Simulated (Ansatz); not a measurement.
## One molecule, several partners

OH⁻ beside different partners, each pair relaxed from a docking trial to one local arrangement, named by its closest contact against the van der Waals radii; a more strongly bound one may exist. Pairs that react, share a proton or have a doubtful reference are left out. Counterpoise interaction energies from the frozen fragments; negative means bound. Gas-phase electronic energies, without zero-point energy, by CCSD(T) at an estimated basis limit (MP2 extrapolated from triple and quadruple zeta, plus CCSD(T) − MP2 in triple zeta); Ansatz 0.2.0, def2-TZVPPD and QZVPPD, frozen cores, on PBE0-D4/def2-TZVP (TZVPD for anions) structures. Extrapolation: Hartree–Fock as exp(−7.88 √X), correlation as X^−2.97.

```csv
partner,"closest contact, atom of OH⁻ first (Å)",interaction energy (kJ/mol)
C₂H₄ (SMILES C=C),O···H 1.79,?
CH₄,O···H 1.94,-25.7
N₂,O···N 2.69,-8.8
CH₃F (SMILES CF),O···H 1.83,-56.7
NH₃,O···H 1.63,-72.7
```

(1) What is the interaction energy with C₂H₄ (SMILES C=C)? (Judge from chemistry; the value comes from the calculation.)

(2) Which of these pairs would not bind at these structures without electron correlation? (A judgement: the text doesn't fix the answer.)

T1 diagnostic: at most 0.026.

For scale, one of the runs: CCSD(T)/def2-TZVPPD, 199 basis functions, launched by `ansatz run in.yaml --threads 2 --pin off --events-out ev --progress --plain --max-ram 5222MiB`. Hardware: 2 CPU threads, shared host. Wall time 64 s; peak host memory 2.5 GiB.

Results:

(1) The calculation gives: -43.7 kJ/mol. It counts from the two fragments frozen as in the pair.

(2) By the calculation: None: Hartree–Fock already binds all of them.
